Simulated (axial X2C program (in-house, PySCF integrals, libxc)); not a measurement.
Worked dissociation energy of SO⁻: TPSSh, spin-free

Calculated with an in-house relativistic program for diatomic molecules. Spin-free means the one-electron spin-free X2C Hamiltonian. Basis: S dyall-av3z [9s8p3d2f], O dyall-av3z [7s6p3d2f] (cores contracted in-house); Gaussian nuclei, density fitting, unrestricted open shells. Masses: S 31.972 u, O 15.995 u.

Molecular state: M_S = 1/2, Λ = 1 (beyond evenly filled blocks: π+α, π+β, π-α).

| Quantity | Value |
| --- | --- |
| E(S-) (2M_S = 1, M_L = 0) | -399.308021 hartree |
| E(O) (2M_S = 2, M_L = 0) | -75.156306 hartree |
| E(SO⁻) at Re | -474.618502 hartree |
| ωe | 891.4 cm⁻¹ |
| ωexe | 4.69 cm⁻¹ |

Work out De and D0.

De = -399.308021 + (-75.156306) − (-474.618502) = 0.15418 hartree = 4.195 eV. The zero-point energy is ωe/2 − ωexe/4 = 445 cm⁻¹ = 0.055 eV, so D0 = 4.140 eV.

The state is a single determinant with fixed occupations, the lowest that a limited PBE0 search found. Dissociation energies refer to the lowest single-determinant-based atoms at the same level and basis. The functionals have no current-density term, which raises determinants with orbital currents, atoms included. The highest occupied level of some functionals is positive through self-interaction error; at Hartree–Fock it is bound.

Each atomic determinant is the lowest at this level and need not be a pure term. Totals compare only within one Hamiltonian and basis.
